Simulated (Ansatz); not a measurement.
C$_{2}$H$_{3}$FN$_{2}$S, SMILES `N=CN=C(F)S`, relaxed with RKS PBE-D4/def2-SVP in the Gaussian-basis code of Ansatz from a rough embedded geometry. The force threshold is 0.03 eV/Å; the program also tests the step.

The species carries charge 0 and has multiplicity 1.

Start:

```xyz
9

N    -0.256    1.968   -1.263
C     0.400    1.072   -0.495
N    -0.292   -0.014   -0.045
C     0.350   -0.855    0.569
F     1.652   -0.655    0.946
S    -0.450   -2.290    1.241
H    -1.200    1.554   -1.336
H     1.470    1.223   -0.294
H    -1.675   -2.003    0.678
```

| step | energy (eV) | largest force (eV/Å) | largest move (Å) |
| --- | --- | --- | --- |
| 1 | -18631.4138 | 3.530 | 0.000 |
| 2 | -18631.7753 | 1.633 | 0.136 |
| 3 | -18631.8641 | 0.976 | 0.095 |
| 4 | -18631.8971 | 0.458 | 0.114 |
| 5 | -18631.9148 | 0.157 | 0.053 |
| 6 | -18631.9160 | 0.086 | 0.016 |
| 7 | -18631.9163 | 0.026 | 0.009 |

End:

```xyz
9

N    -0.214    2.018   -1.290
C     0.354    1.132   -0.561
N    -0.294   -0.019   -0.077
C     0.316   -0.883    0.627
F     1.621   -0.810    0.981
S    -0.391   -2.352    1.295
H    -1.201    1.733   -1.440
H     1.423    1.269   -0.291
H    -1.614   -2.088    0.757
```

Run time 9 s (4 threads of an Arm Neoverse V1 on a shared host); peak host memory 0.15 GiB.
